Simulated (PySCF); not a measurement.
Run record: excited-state job, chloroethane, `CCCl`.

Method: TDDFT CAM-B3LYP/def2-SVPD, vertical, gas phase, core orbitals frozen in the response (PySCF 2.14.0, density-fitted response routines). Geometry: GFN2-xTB. A driver script takes a list of jobs; this job's settings line and coordinates (Å) are shown.

Input:
```
{"job": {"kind": "uv", "xc": "CAM-B3LYP", "basis": "def2-SVPD", "nstates": 8, "ntriplets": 3}, "charge": 0, "multiplicity": 1}
C     -0.796986     0.041376    -0.042231
C      0.699432    -0.191177    -0.016036
Cl     1.559180     1.295443     0.483938
H     -1.156363     0.328988     0.942472
H     -1.051153     0.828643    -0.747576
H     -1.298248    -0.875567    -0.345049
H      1.081254    -0.454223    -1.002315
H      0.971943    -0.964070     0.702232
```

Give the output.

```
coarse grid: 6896 points
cycle   1  E = -539.1129306576  dE =  1.193e-01  |g| = 2.520e-01  |ddm| = 3.174e+00
cycle   2  E = -539.1197070420  dE = -6.776e-03  |g| = 2.291e-01  |ddm| = 7.314e-01
cycle   3  E = -539.1324590276  dE = -1.275e-02  |g| = 2.479e-02  |ddm| = 3.430e-01
cycle   4  E = -539.1326037733  dE = -1.447e-04  |g| = 1.245e-02  |ddm| = 4.886e-02
cycle   5  E = -539.1326442836  dE = -4.051e-05  |g| = 2.095e-03  |ddm| = 2.004e-02
cycle   6  E = -539.1326456481  dE = -1.365e-06  |g| = 6.412e-04  |ddm| = 4.896e-03
final grid: 61024 points
cycle   7  E = -539.1954450344  dE = -1.556e-05  |g| = 3.171e-03  |ddm| = 2.903e-02
cycle   8  E = -539.1954451414  dE = -1.070e-07  |g| = 3.129e-03  |ddm| = 8.364e-03
cycle   9  E = -539.1954476170  dE = -2.476e-06  |g| = 1.828e-04  |ddm| = 3.911e-03
cycle  10  E = -539.1954476246  dE = -7.617e-09  |g| = 1.046e-04  |ddm| = 3.734e-04
cycle  11  E = -539.1954476275  dE = -2.826e-09  |g| = 1.165e-05  |ddm| = 1.776e-04
cycle  12  E = -539.1954476275  dE = -6.139e-11  |g| = 3.100e-06  |ddm| = 2.595e-05
converged SCF energy = -539.1954476275

Static polarisability (au): isotropic 40.930, principal 35.807 38.207 48.776

Singlet excitations
state   eV       nm        f      main configurations
  1   7.4107    167.3   0.00158   H->L+1 0.48, H->L 0.41
  2   7.4576    166.3   0.00205   H-1->L+1 0.46, H-1->L 0.43
  3   8.1814    151.5   0.02298   H->L 0.45, H->L+1 0.37, H->L+2 0.12
  4   8.2505    150.3   0.05586   H-1->L 0.43, H-1->L+1 0.40, H-1->L+2 0.11
  5   9.1553    135.4   0.01426   H->L+2 0.57, H-1->L+3 0.25
  6   9.1658    135.3   0.01836   H->L+3 0.64, H-1->L+2 0.28
  7   9.2089    134.6   0.00003   H-1->L+3 0.73, H->L+2 0.21
  8   9.2822    133.6   0.05788   H-1->L+2 0.50, H->L+3 0.32

Triplet excitations (Tamm-Dancoff, eV): 6.7312 6.7725 7.9839
```

The SCF starts on a coarse grid where the log names one; the energy can jump when the final grid takes over, and dE then counts from the start density on the new grid. H and L stand for HOMO and LUMO; the number after each pair is its weight.

Give S1 in cm⁻¹ and kJ/mol.

7.4107 eV × 8065.54 = 59771 cm⁻¹; × 96.485 = 715.0 kJ/mol.

Give the mean polarisability as a volume in Å³, and the ratio of the largest to the smallest principal value.

40.930 au × 0.148185 = 6.07 Å³; 48.776/35.807 = 1.36.

Summary of the converged run: HOMO -9.83 eV, LUMO 1.29 eV; lowest singlet 7.41 eV; lowest triplet 6.73 eV (Tamm–Dancoff); mean polarisability 40.9 au.

Hardware: an Arm Neoverse V2 with one thread, on a shared host. Cost: 8.1 s.
Labels such as C1 count atoms from 1, the log's own numbers from 0.
